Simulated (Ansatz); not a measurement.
Mulliken charges of C₃H₄ClF (`C/C(Cl)=C/F`) from PBE/def2-TZVPP in Ansatz (PBE0-D4/def2-TZVP geometry).

| atom | x (Å) | y (Å) | z (Å) | charge (e) |
| --- | --- | --- | --- | --- |
| C1 | -0.262 | -1.055 | -0.408 | -0.219 |
| C2 | 0.366 | 0.109 | 0.268 | 0.064 |
| Cl3 | 1.840 | -0.196 | 1.105 | -0.098 |
| C4 | -0.148 | 1.330 | 0.251 | 0.031 |
| F5 | 0.417 | 2.368 | 0.857 | -0.146 |
| H6 | -0.495 | -1.841 | 0.314 | 0.102 |
| H7 | 0.414 | -1.479 | -1.154 | 0.102 |
| H8 | -1.186 | -0.754 | -0.905 | 0.080 |
| H9 | -1.072 | 1.575 | -0.260 | 0.083 |

Question: By hand: the dipole of these point charges (1 e Å = 4.8032 D).

Answer: Σ q r = (-0.357, -0.316, -0.299) e Å, of length 0.563 e Å = 2.70 D.

Question: How does the dipole of the full density compare? (Estimate.)

Answer: The calculation gave: (-0.348, -0.204, -0.265) e Å, 2.32 D; the point charges give 1.16 times that, at 9° from its direction.

Point charges leave out the atoms' own dipoles, such as those of lone pairs, and Mulliken's split depends on the basis, so the two needn't agree.
